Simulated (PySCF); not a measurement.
# Calculated properties of `CC(C)N`

Species: C3H9N.
Geometry (GFN2-xTB, Å), atoms numbered from 1 in this order:
```
atom  x, y, z in Å
C1     1.3141   -0.4600    0.0141
C2    -0.1372   -0.1281   -0.3228
C3    -0.4675    1.3111    0.0651
N4    -1.0041   -1.0230    0.4336
H5     1.4663   -0.3737    1.0864
H6     1.9881    0.2215   -0.4982
H7     1.5536   -1.4774   -0.2881
H8    -0.2755   -0.2363   -1.4171
H9     0.2037    2.0035   -0.4361
H10   -1.4903    1.5573   -0.2126
H11   -0.3637    1.4298    1.1401
H12   -1.9787   -0.8349    0.2256
H13   -0.8133   -1.9894    0.1924
```

Among its groups: amine.

**GFN2-xTB geometry**

```
Point group of the GFN2-xTB geometry                  : Cs
Rotational constants A, B, C of the GFN2-xTB geometry : 8.421, 8.040, 4.709 GHz
```

From CAM-B3LYP/def2-SVPD ground state and vertical TDDFT (core frozen in the response) (PySCF):

```
Dipole moment                                                     : 1.28 D
HOMO energy                                                       : -8.33 eV
LUMO energy                                                       : 1.38 eV
HOMO–LUMO gap                                                     : 9.71 eV
Lowest singlet excitation                                         : 6.37 eV (195 nm, f = 0.014)
Strongest line among the 8 lowest singlet transitions             : S4 at 7.94 eV (156 nm, f = 0.064)
Lowest triplet excitation (Tamm–Dancoff)                          : 6.07 eV
Static isotropic polarisability                                   : 48.4 au
Electronic spatial extent ⟨r²⟩ about the centre of nuclear charge : 332 bohr²
```

delta-SCF UKS SCAN, pcX-2 on the ionised atom, pcseg-1 elsewhere, spin-free X2C (PySCF):

```
Core binding energies : C1s 290.4 (C1/C3), C1s 291.3 (C2), N1s 404.7 (N4) eV
```

Monoisotopic mass (most abundant isotopes): 59.0735 u.

The dipole equals about 4.3 × 10⁻³⁰ C·m (1 D = 3.33564 × 10⁻³⁰ C·m). The largest Löwdin shares of the HOMO are 0.61 on N4, 0.14 on C2 and 0.07 on H8. The vertical singlet–triplet gap S1 − T1 is 0.30 eV (TDDFT singlet less Tamm–Dancoff triplet; S1: HOMO→LUMO, weight 0.82; T1: HOMO→LUMO, weight 0.76). With B = h/(8π²I), that is 505.379 GHz u Å² over I, the principal moments of inertia are 60.0, 62.9 and 107.3 u Å² (most abundant isotopes); the inertial defect Ic − Ia − Ib is -15.6 u Å² (zero for a rigid planar frame, negative otherwise). The principal polarisabilities are 44.6, 50.0 and 50.5 au; their mean is the isotropic value. No computed singlet falls in the visible range (750 to 380 nm, 1.65 to 3.26 eV); S1 lies 3.11 eV above its blue end. The rotational constants make it an asymmetric top with κ = (2B − A − C)/(A − C) = 0.79, nearer the oblate limit (+1).

Geometry: GFN2-xTB, one conformer, isolated molecule.
